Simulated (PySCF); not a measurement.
# C3H4 (allene): the cost of one run

Programs: PySCF 2.14.0, with density-fitted response routines of our own. Each step states its level of theory. These are calculated values for one molecule in the gas phase, unless marked as measured. Atoms are numbered from 0 throughout.

## (1) The starting structure

7 atoms, charge 0, multiplicity 1; geometry from: MMFF94s. The atoms were then displaced at random by about 0.03 Å, so the start is not that level's minimum.

Bonds of the start (Å): C0–C1 1.38, C1–C2 1.34, C0–H3 1.07, C0–H4 1.06, C2–H5 1.06, C2–H6 1.06.

## (2) Geometry optimisation at PBE0-D3(BJ)/def2-SVP

The job: settings as JSON, then the geometry in Å.

```
{"job": {"xc": "PBE0", "basis": "def2-SVP", "d3": "d3bj", "grid": 1, "shake": 0.03, "kind": "geom"}, "charge": 0, "multiplicity": 1}
C      1.358390    -0.068240     0.012180
C     -0.017030    -0.013580    -0.006470
C     -1.357760    -0.015390    -0.025600
H      1.953910    -0.652860    -0.657570
H      1.837400     0.663650     0.614310
H     -1.866150     0.650460    -0.676800
H     -1.816900    -0.666060     0.671400
```

The run is started by

```console
$ OMP_NUM_THREADS=1 python probes_run.py task.json out
```

One launch serves the whole session: the jobs run in the order shown.

**Question.** How long does this first job take on 1 thread of Arm Neoverse N1, shared host, and how much memory does it need?

About 9.9 s, with a peak of 0.27 GiB.
